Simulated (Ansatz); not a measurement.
C2H5FN2 can be A, `N=C(F)CN`, or B, `N/C=C(\N)F`.

Program: Ansatz. Geometries: PBE0-D4/def2-TZVP. ΔE: electronic, gas phase. CCSD(T)/CBS is the MP2 limit (def2-TZVPP, def2-QZVPP) plus CCSD(T) − MP2 in def2-TZVPP, frozen cores. DFT in def2-TZVPP. B3LYP here is the variant with VWN-RPA as its local correlation; programs differ in this. Each species was taken in one conformer, which may not be the lowest.

A:

Z-matrix (Å, degrees):
```
C
N 1 1.438
C 1 1.498 2 116.0
H 1 1.095 2 110.1 3 122.2
H 1 1.096 2 110.1 3 -122.2
H 2 1.013 1 109.7 3 -57.7
H 2 1.013 1 109.7 3 57.8
F 3 1.353 1 111.0 2 -180.0
N 3 1.245 1 126.1 2 0.0
H 9 1.018 3 112.0 1 180.0
```

B:

Z-matrix (Å, degrees):
```
N
C 1 1.390
H 1 1.009 2 113.8
H 1 1.011 2 111.9 3 -127.7
C 2 1.328 1 124.1 3 141.9
H 2 1.083 1 116.6 3 -42.8
F 5 1.364 2 119.0 1 174.6
N 5 1.389 2 124.7 1 -3.6
H 8 1.014 5 112.9 2 110.5
H 8 1.013 5 112.5 2 -126.2
```

Question: Which is lower in electronic energy at CCSD(T)/CBS, and by how much? (Estimate.)

Answer: Computed: A, by 37.9 kJ/mol.

Question: Give E(B) − E(A) in kJ/mol with ωB97M-V, B3LYP-D4, HF/def2-TZVPP, B2PLYP, PBE0-D4, B3LYP, r2SCAN-D4. (Estimate.)

Answer: Computed: ωB97M-V 38.3, B3LYP-D4 32.9, HF/def2-TZVPP 49.1, B2PLYP 38.2, PBE0-D4 32.0, B3LYP 32.8, r2SCAN-D4 36.7. None reverses the order clearly.

Largest T1 diagnostic: 0.012.

In def2-TZVPP, CCSD(T) changes the Hartree–Fock value by −5.7 kJ/mol (the triples alone add −0.2 kJ/mol) and MP2 by −6.4 kJ/mol.
